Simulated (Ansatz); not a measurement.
# CH3NSi: functionals against CCSD(T) at one geometry

The task here is to estimate one member of a computed series from the others.

Method: single points in def2-TZVPP; program: Ansatz 0.2.0, Gaussian basis.

Cores are frozen in the correlated methods.

### Where the work starts

SMILES `NC#[SiH]`, 6 atoms, charge 0, spin multiplicity 1.

Atoms are counted from 1 here; the program's logs count them from 0.

Bond lengths: N1–C2 1.293 Å, N1–H4 1.085 Å, N1–H5 1.036 Å, C2–Si3 1.798 Å, Si3–H6 1.399 Å. Angles: C2–N1–H4 122.9°, C2–N1–H5 123.5°, H4–N1–H5 110.1°, N1–C2–Si3 142.8°, C2–Si3–H6 123.0°.

As a file:

```xyz
6

N    -0.49880    0.20640   -1.05160
C    -0.09500   -0.23180    0.09600
Si    0.96360    0.17230    1.49170
H    -1.48350    0.63430   -1.20640
H    -0.10260   -0.10890   -1.95510
H     1.13720   -0.68010    2.58680
```

Set-up of the first run:

run/in.yaml reads:

```yaml
crystal:
  periodic: [false, false, false]
  atoms:
    - {symbol: N, position_ang: [-0.498800, 0.206400, -1.051600]}
    - {symbol: C, position_ang: [-0.095000, -0.231800, 0.096000]}
    - {symbol: Si, position_ang: [0.963600, 0.172300, 1.491700]}
    - {symbol: H, position_ang: [-1.483500, 0.634300, -1.206400]}
    - {symbol: H, position_ang: [-0.102600, -0.108900, -1.955100]}
    - {symbol: H, position_ang: [1.137200, -0.680100, 2.586800]}
basis:
  gaussian: {orbitals: def2-TZVPP}
correlation: {method: ccsd_t}
output: {forces: true}
```

No record of the launch command was kept for these runs.

Steps of the session up to this table: CCSD(T)/def2-TZVPP; PBE0-D4/def2-TZVPP; wB97M-V/def2-TZVPP; r2SCAN-D4/def2-TZVPP; PBE-D4/def2-TZVPP; CAM-B3LYP-D4/def2-TZVPP; LC-wPBE/def2-TZVPP.

One of the session's tables, all rows but one given; the rest of the session is left out.

```
      method  RMS force component (eV/Å)  angle to CCSD(T) forces (°)  dipole (D)
     CCSD(T)                       1.650                    reference        3.20
     PBE0-D4                       1.568                         12.5        3.13
     wB97M-V                       1.557                         10.8        3.15
   r2SCAN-D4                       1.569                          9.8        3.17
      PBE-D4                       1.533                         10.8        3.14
CAM-B3LYP-D4                       1.546                         13.6        3.11
     LC-wPBE                           ?                            ?           ?
```

**Question.** Estimate the row for LC-wPBE.

As computed: RMS force component (eV/Å): 1.623; angle to CCSD(T) forces (°): 14.8; dipole (D): 3.23. In the column «RMS force component (eV/Å)» it lies between r2SCAN-D4 (1.569) and CCSD(T) (1.650).
